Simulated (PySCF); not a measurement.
A PySCF script (with the pyscf-properties extension) for the NMR shieldings of `C(CC)CC=O`, C$_{5}$H$_{10}$O, on a GFN2-xTB geometry:

```python
import basis_set_exchange as bse
import numpy as np
from pyscf import gto, dft
from pyscf.prop import nmr

atoms = """
C    -2.370979    0.267777   -0.189816
C    -1.112354   -0.286073    0.465734
C     0.149624    0.195588   -0.243500
C     1.415829   -0.353648    0.405722
C     2.668726    0.106025   -0.277501
O     2.723939    0.822841   -1.235447
H    -2.364776    1.355057   -0.167598
H    -3.260054   -0.081155    0.329928
H    -2.431913   -0.052209   -1.227413
H    -1.081092    0.025798    1.512554
H    -1.144224   -1.378165    0.446838
H     0.125398   -0.113558   -1.290112
H     0.188240    1.286352   -0.227389
H     1.478559   -0.049846    1.454991
H     1.414487   -1.447784    0.395809
H     3.592993   -0.288056    0.194837
"""
names = dict.fromkeys(["C", "O", "H"], "pcSseg-1")
basis = {el: gto.basis.parse(bse.get_basis(n, elements=[el], fmt="nwchem")) for el, n in names.items()}
mol = gto.M(atom=atoms, basis=basis, charge=0, verbose=0)
mf = dft.RKS(mol, xc="PBE0")
mf.grids.level = 2
mf.grids.alignment = dft.numint.BLKSIZE   # the property module wants whole blocks of grid points
mf.conv_tol = 1e-9
mf.kernel()

calc = nmr.RKS(mf)   # GIAO
C = mf.mo_coeff
Co = C[:, mf.mo_occ > 0]
resp = mf.gen_response(singlet=True, hermi=2)
def vind(x):   # induced exchange potential for any number of trial vectors
    d = np.einsum("pi,xij,qj->xpq", C, 2 * x.reshape(-1, C.shape[1], Co.shape[1]), Co, optimize=True)
    return np.einsum("xpq,pi,qj->xij", resp(d - d.transpose(0, 2, 1)), C, Co, optimize=True).ravel()
mo1, _ = nmr.rhf.solve_mo1(calc, with_cphf=vind)
sigma = calc.kernel(mo1)
for i, s in enumerate(sigma):   # ppm
    print("%2d %-2s %9.2f" % (i, mol.atom_pure_symbol(i), np.trace(s) / 3))
```

**Question.** Give the expected output.

**Answer.** 
```
 0 C     169.81
 1 C     159.69
 2 C     158.61
 3 C     135.23
 4 C     -19.03
 5 O    -355.52
 6 H      30.71
 7 H      30.43
 8 H      30.70
 9 H      30.51
10 H      30.52
11 H      30.22
12 H      30.23
13 H      29.32
14 H      29.33
15 H      21.50
```

These numbers come from an equivalent density-fitted implementation of the same equations, which agrees with the script to about 0.01 ppm for H and up to a few tenths of a ppm for heavy atoms, so last digits may differ.

**Question.** Turn these shieldings into chemical shifts. Shifts are taken against calculated references (same method and geometry level): TMS for 13C (σ = 186.93 ppm), 1H (σ = 31.72 ppm); 17O (σ = 336.08 ppm) against H2O.

**Answer.** Averaging equivalent atoms: C 4: 206.0; C 3: 51.7; C 2: 28.3; C 1: 27.2; C 0: 17.1; O 5: 691.6; H 15: 10.22; H 13/14: 2.39; H 11/12: 1.49; H 9/10: 1.20; H 6/7/8: 1.10 ppm. Unscaled 17O shifts of doubly bonded oxygen tend to come out too high, by tens of ppm or more. Experimental scales use liquid or dissolved standards, which lie at an offset from isolated H2O (liquid H2O: subtract about 36 ppm).

Size and cost of the density-fitted run: 152 basis functions, 16 s wall time on 1 thread of an x86-64 server CPU, shared host.
